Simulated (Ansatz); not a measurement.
**Band gap of wurtzite ZnO: levels of theory against measurement**

Reference value: 3.6 eV (measured, zero-point renormalisation of 0.16 eV added back here (the table's ZPR column); inputs from Chen et al. (2018), doi:10.1103/physrevmaterials.2.073803).

Question: Which of these levels comes closest to the reference?
(A) PBE0 (Ansatz, a program for electronic structure)
(B) r²SCAN0 (Ansatz)
(C) r²SCAN (Ansatz)
(D) PBE-D3(BJ) (Ansatz)

Answer: B, r²SCAN0 (Ansatz)

| level (code) | value (eV) | cell (Å³/atom) | error (eV) |
|---|---|---|---|
| PBE-D3(BJ) (Ansatz) | 0.78 | 12.05 | -2.82 |
| r²SCAN (Ansatz) | 1.22 (direct) | 12.00 | -2.38 |
| PBE0 (Ansatz) | 3.18 (direct) | 12.00 | -0.42 |
| r²SCAN0 (Ansatz) | 3.50 (direct) | 12.00 | -0.10 |

Of the ranked levels r²SCAN0 (-0.10 eV) comes nearest. Among them PBE-D3(BJ) (-2.82 eV) misses by most. Within 1 eV: PBE0, r²SCAN0. All 4 levels lie below the reference.

Semilocal Kohn–Sham gaps run low as a rule, and all computed gaps are for a static lattice, while measured ones hold electron–phonon shifts unless said otherwise.  PBE-D3(BJ), PBE0, r²SCAN0: the gap is read on the k mesh or supercell of the run alone and can be too large. Values are at the measured cell; PBE-D3(BJ) at the level's own equilibrium cell. Cutoffs and k meshes differ between the levels. Ansatz's density-functional and Hartree–Fock values are scalar-relativistic unless marked +SOC, with PAW data made under PBE.

Differences are worked out from the printed values.
